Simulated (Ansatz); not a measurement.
# CCSDT/STO-3G run of [HO2]− (hydroperoxide(1-))

What is the energy change on altering one bond length of [HO2]− (hydroperoxide(1-)) at CCSDT/STO-3G? 

The calculation is run with Ansatz 0.2.0.

8 further runs of the same task are left out: 8 that didn't finish.

## 1. The system as given

[HO2]− has 3 atoms, charge -1, and is taken as a singlet. As SMILES, `[O-]O`. The coordinates come from a GFN2-xTB relaxation.

Bond lengths: O1–O2 1.458 Å, O2–H3 0.963 Å. Angles: O1–O2–H3 100.3°.

## 2. A single-point energy at CCSDT/STO-3G

File input.yaml:

```yaml
crystal:
  periodic: [false, false, false]
  atoms:
    - {symbol: O, position_ang: [-0.355040, 1.013280, -0.080710]}
    - {symbol: O, position_ang: [-0.244450, -0.436620, -0.180910]}
    - {symbol: H, position_ang: [0.599490, -0.576670, 0.261620]}
basis:
  gaussian:
    orbitals: STO-3G
total_charge: -1
correlation:
  method: ccsdt
  frozen_orbitals: {H: 0, O: 1}
accuracy: high
scf:
  omitted_lower_state_checks: [cluster_reference, increment]
```

Launch:

```sh
$ ansatz run input.yaml --threads 1 --pin off --max-ram 2610MiB --events-out events.jsonl --progress --plain --runs-dir runs
```

The log of the run, shortened:

```text
Warning: RAYON_NUM_THREADS=1 ignored (pool sized by the plan → 1); use --threads N
Functional definition: HF
  name "HF"
[...]
168 factors; integrals over basis functions are off by at most 4.4e-8 eV
[...]
mean field -4025.44498866 eV, -147.9323747888 hartree, gradient 2.2e-8 eV, S^2 0.000000; 0 other end points of the search recorded, 0 dependent functions left out
2 core orbitals not correlated: weight in the atoms' cores, before any rotation towards them, 1.000 or more for the frozen orbitals, at most 0.000 for the correlated occupied ones
reference -4025.44498866 eV, -147.9323747888 hartree; 7, 7 occupied and 2, 2 virtual orbitals, 168 factors
second order -1.35790112 eV of doubles, -0.00000000 eV of singles
cycle   1  -1.68695652 eV  change   -3.3e-1 eV  update   4.6e-2
[...]
cycle  23  -1.88084997 eV  change   -1.4e-9 eV  update  9.4e-10
Total energy: -4027.32583864 eV, -148.0014947505 hartree
Checks for a lower state left out: cluster_reference, increment
```

It took 0.12 s on 1 thread of Arm Neoverse V1, shared host.

## 3. The distorted shape

File input.yaml:

```yaml
basis:
  gaussian: {orbitals: STO-3G}
crystal:
  periodic: [false, false, false]
  atoms:
    - {symbol: O, position_ang: [-0.382684, 1.375706, -0.055663]}
    - {symbol: O, position_ang: [-0.244450, -0.436620, -0.180910]}
    - {symbol: H, position_ang: [0.599490, -0.576670, 0.261620]}
total_charge: -1
correlation: {method: ccsdt, frozen_orbitals: {H: 0, O: 1}}
accuracy: high
scf: {omitted_lower_state_checks: [cluster_reference, increment]}
```

Launch:

```sh
$ ansatz run input.yaml --threads 1 --pin off --max-ram 2610MiB --events-out events.jsonl --progress --plain --runs-dir runs
```

The log of the run, shortened:

```text
Warning: RAYON_NUM_THREADS=1 ignored (pool sized by the plan → 1); use --threads N
[... 2 set-up lines as earlier in the session ...]
[...]
168 factors; integrals over basis functions are off by at most 5.5e-8 eV
[...]
mean field -4023.79434507 eV, -147.8717147557 hartree, gradient 1.9e-8 eV, S^2 0.000000; 3 other end points of the search recorded, 0 dependent functions left out; unrestricted orbitals would lower it
2 core orbitals not correlated: weight in the atoms' cores, before any rotation towards them, 1.000 or more for the frozen orbitals, at most 0.000 for the correlated occupied ones
reference -4023.79434507 eV, -147.8717147557 hartree; 7, 7 occupied and 2, 2 virtual orbitals, 168 factors
second order -1.60732496 eV of doubles, -0.00000000 eV of singles
cycle   1  -1.89308696 eV  change   -2.9e-1 eV  update   8.9e-2
[...]
cycle  33  -2.28014736 eV  change   2.0e-10 eV  update  7.5e-10
Total energy: -4026.07449244 eV, -147.9555086257 hartree
Checks for a lower state left out: cluster_reference, increment
```

Wall time 0.14 s (1 thread of Arm Neoverse V1, shared host).

## 4. What came out

At CCSDT/STO-3G, 2 core orbitals frozen:

```
                                                         quantity          value
                                        first shape: total energy  -148.00149 Eh
         first shape: correlation energy (2 core orbitals frozen)      -69.1 mEh
                                       first shape: T1 diagnostic          0.008
                                    distorted shape: total energy  -147.95551 Eh
     distorted shape: correlation energy (2 core orbitals frozen)      -83.8 mEh
                                   distorted shape: T1 diagnostic          0.024
energy change with the O1–O2 bond stretched from 1.458 to 1.822 Å       1.251 eV
```

**Reading.** With the O1–O2 bond stretched from 1.458 to 1.822 Å the energy rises by 1.25 eV (121 kJ/mol). The first shape isn't relaxed at this level, so the change isn't measured from a minimum. The minimal basis adds a large error of its own. The T1 diagnostic (distorted shape) of 0.024 is above the customary mark for such species, so a single reference may not serve. The restricted solution (distorted shape) is unstable to spin breaking: an unrestricted one lies lower.
